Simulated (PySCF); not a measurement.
Molecule: C3H10N (charge +1, singlet). It need not be the lowest isomer of its formula. SMILES: C[NH+](C)C
Geometry: optimised at B3LYP-D3(BJ)/def2-TZVP (Ansatz).

Dispersion corrections to the total energy (kcal/mol) from the dftd3 and dftd4 libraries through PySCF: D3(BJ) without and D4 with the three-body term, each with the damping fitted for the functional named.

| functional | D3(BJ) | D4 |
|---|---|---|
| revPBE | -16.04 | -16.67 |
| PW6B95 | -2.56 | [?] |
| TPSSh | -6.70 | -5.51 |
| BP86 | -8.64 | -5.67 |
| CAM-B3LYP | [?] | -3.64 |
| LC-wPBE | -5.23 | -4.90 |
| HF | -46.59 | [?] |

**Question.** Some entries are withheld; supply them.

**Answer.** 
- PW6B95, D4: -3.81
- CAM-B3LYP, D3(BJ): -4.20
- HF, D4: -17.90
